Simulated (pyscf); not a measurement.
Elementary routes open to H₂N–NH₂ + InH₃ in the gas phase (singlet surface):
A. H₂N–NH–InH₂ + H₂ (H–N, H–In broken; In–N, H–H formed)
B. H₂N–InH₂ + NH₃ (N–N, H–In broken; In–N, H–N formed)

PySCF, gas phase, ωB97X-D3(BJ)/def2-SVP geometries.

Q: Rank the routes by free-energy barrier at 600 K, lowest first, for ωB97M-D3(BJ)/def2-TZVP energies (ideal gas, 1 atm, RRHO with modes under 100 cm⁻¹ raised to 100, one conformer, R ln 2 for chiral ones without a mode under 150 cm⁻¹).

A: A (39.4 kcal/mol), B (88.1 kcal/mol)

Route A is the fastest of these, ahead of the next by 48.6 kcal/mol. The most stable products are those of B (ΔG = -45.7 kcal/mol), whose barrier is 48.6 kcal/mol higher: the kinetic and the thermodynamic product differ. At 1200 K A is still the fastest. A: On the reactant side the descent ends in an adduct with a In–N contact, 22.8 kcal/mol under the separated species and 41.0 kcal/mol under the saddle at ωB97X-D3(BJ)/def2-TZVP. B: On the reactant side the descent ends in an adduct with a In–N contact, 22.8 kcal/mol under the separated species and 94.5 kcal/mol under the saddle at ωB97X-D3(BJ)/def2-TZVP. On the product side the descent ends in an adduct with a In–N contact (not fully relaxed), 19.8 kcal/mol under the separated species and 137.7 kcal/mol under the saddle at ωB97X-D3(BJ)/def2-TZVP. Only these routes are compared; each barrier is that of the saddle found, and lower ones may exist. One closed-shell reference is unstable to symmetry breaking; treat the single-reference values with care. Elements past Kr carry the def2 core potentials, without spin-orbit coupling.
